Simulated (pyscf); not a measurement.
•N=NH + SiH₄ → HN=N–SiH₃ + H•, a substitution at Si (doublet surface; H–Si broken, N–Si formed). Single points on ωB97X-D3(BJ)/def2-SVP structures (PySCF, gas phase). Energies in kcal/mol from the separated reactants.

Small-basis levels: PySCF, no dispersion term, spherical d functions. AM1 to PM7: differences of heats of formation from MOPAC, which are fitted to 298 K values and so differ in kind from electronic energies by zero-point and thermal terms. Open shells are spin-unrestricted. 

| level | barrier | reaction energy |
|---|---|---|
| HF/STO-3G | 75.5 | +60.8 |
| HF/3-21G | 62.4 | +47.8 |
| HF/6-31G* | 66.4 | +52.3 |
| SVWN5/6-31G* | 26.6 | +42.3 |
| PBE/6-31G* | 37.9 | +45.9 |
| B3LYP/6-31G* | 48.3 | +50.8 |
| M06-2X/6-31G* | 47.1 | +44.4 |
| B3LYP/def2-SVP | 48.7 | +51.4 |
| AM1 | 35.4 | +37.6 |
| ωB97M-D3(BJ)/def2-TZVP | 49.5 | +46.2 |

Against the last row the barrier runs from -22.9 (SVWN5/6-31G*) to +26.0 kcal/mol (HF/STO-3G). At SVWN5/6-31G*, PBE/6-31G*, B3LYP/6-31G*, B3LYP/def2-SVP, AM1 this geometry lies under one side, so the entry may be no barrier of that level: it is a single point on another level's saddle. ωB97M-D3(BJ)/def2-TZVP has limits of its own. The same reactants have a lower exit, to N≡N + H• + SiH₄ (no saddle counted: cutting one bond, which may have a small barrier of its own, costs -2.0 kcal/mol at ωB97M-D3(BJ)/def2-TZVP, against +49.5 kcal/mol here). HN=N–SiH₃ lies 71.5 kcal/mol over its isomer H₂N–Si:–NH₂ [singlet] (electronic energy, ωB97M-D3(BJ)/def2-TZVP). One saddle was located; it need not be the lowest between these sides. The angle at the attacked Si is 174°.
